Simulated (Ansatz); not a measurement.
SnBr2 (Pnma, No. 62; cell taken from a computed entry) was calculated with PBEsol+SOC (Ansatz, an electronic-structure program, PAW).

Settings: plane-wave cutoff 520 eV, 4×8×4 k mesh (along the axes of the cell as run), Fermi–Dirac smearing 0.01 eV, PAW data made under PBE.

Cell (relaxed with PBEsol):

```cif
data_Br8Sn4
_chemical_formula_sum 'Sn4 Br8'
_space_group_name_H-M_alt 'Pnma'
_space_group_IT_number 62
_space_group_name_Hall '-P 2ac 2n'
_cell_length_a 8.08017
_cell_length_b 4.15319
_cell_length_c 10.91826
_cell_angle_alpha 90.000
_cell_angle_beta 90.000
_cell_angle_gamma 90.000
loop_
_space_group_symop_operation_xyz
  'x, y, z'
  '-x, -y, -z'
  '-x+1/2, -y, z+1/2'
  'x+1/2, y, -z+1/2'
  'x+1/2, -y+1/2, -z+1/2'
  '-x+1/2, y+1/2, z+1/2'
  '-x, y+1/2, -z'
  'x, -y+1/2, z'
loop_
_atom_site_label
_atom_site_type_symbol
_atom_site_symmetry_multiplicity
_atom_site_Wyckoff_symbol
_atom_site_fract_x
_atom_site_fract_y
_atom_site_fract_z
_atom_site_occupancy
Sn1 Sn 4 c 0.13347 0.75000 0.15707 1
Br1 Br 4 c 0.17934 0.25000 0.95539 1
Br2 Br 4 c 0.47485 0.25000 0.20004 1
```

Problem. Predict the band gap.

Solution. 
band gap: 1.99 eV (direct)

Computed values are for the static lattice.
